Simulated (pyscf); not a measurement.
Thermochemistry of product channels of GeH₂ [singlet] + GeH₂ [singlet] on the singlet surface, in kcal/mol, from ωB97M-D3(BJ)/def2-TZVP energies (ideal gas, 1 atm, RRHO with modes under 100 cm⁻¹ raised to 100, one conformer, R ln 2 for rigid chiral ones). Single points on ωB97X-D3(BJ)/def2-SVP structures (PySCF, gas phase).

```tsv
products	ΔE	ΔH(298 K)	ΔG(900 K)	ΔG(1200 K)
:Ge=GeH₂ [singlet] + H₂	[?]	-14.2	-9.1	-7.9
:HGe–GeH₃ [singlet]	-45.4	-42.2	-14.5	[?]
H₂Ge=GeH₂	[?]	-38.7	-7.4	+2.4
```

### Question
Fill in the missing entries.

### Answer

- :Ge=GeH₂ [singlet] + H₂, ΔE: -15.7
- :HGe–GeH₃ [singlet], ΔG(1200 K): -5.8
- H₂Ge=GeH₂, ΔE: -42.1

The channel to H₂Ge=GeH₂ turns unfavourable between 298 and 1200 K (ΔG from -28.1 kcal/mol to +2.4 kcal/mol).

These are energies of the channels, which say nothing of barriers. H₂Ge=GeH₂ may be a fragile minimum: a first optimisation, from another start, lost the drawn bonds. Elements up to Kr have no core potential and no relativistic terms here.
